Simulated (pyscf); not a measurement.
HO–AsH₂ + SiH₄ → H₃Si–AsH₂ + H₂O, a four-centre exchange (singlet surface; As–O, H–Si broken, As–Si, H–O formed). PySCF, gas phase, ωB97X-D3(BJ)/def2-SVP geometries. MP2 and CC: frozen core, UHF for open shells. ΔMP2 is the change of the MP2 total energy from the triple- to the quadruple-zeta basis. Energies in kcal/mol from the separated reactants.

Small-basis levels: PySCF, no dispersion term, spherical d functions. AM1 to PM7: differences of heats of formation from MOPAC, which are fitted to 298 K values and so differ in kind from electronic energies by zero-point and thermal terms. GFN2-xTB: tblite. Cost: rough CPU time at the saddle relative to B3LYP/6-31G*+LANL2DZ, from one job on a shared machine.

```tsv
level	barrier	reaction energy	cost
HF/STO-3G	92.4	-12.1	0.07
B3LYP/STO-3G	55.8	-3.2	0.9
M06-2X/6-31G*+LANL2DZ	45.4	-10.1	2
PBE/def2-SVP	33.1	-13.4	3
GFN2-xTB	69.3	+10.3	under 0.02
AM1	39.3	-13.2	under 0.02
PM3	41.4	-11.9	under 0.02
CCSD(T)/def2-TZVPP + ΔMP2(QZVPP)	49.0	-15.9	–
```

Against the last row the barrier runs from -15.8 (PBE/def2-SVP) to +43.4 kcal/mol (HF/STO-3G). CCSD(T)/def2-TZVPP + ΔMP2(QZVPP) has limits of its own. The same reactants have a lower exit, to AsH₃ + HO–SiH₃ (barrier +26.0 kcal/mol at ωB97M-D3(BJ)/def2-TZVP, against +48.1 kcal/mol here). One saddle was located; it need not be the lowest between these sides. The CCSD(T) − MP2 part came from Ansatz, without density fitting, on the same reference. The frozen core leaves the outer d or s,p core shells of the metals and heavy elements correlated in the MP2 and CC values, and def2-TZVPP describes them poorly, which can shift differences by a few kcal/mol. In the def2 sets elements up to Kr have no core potential.
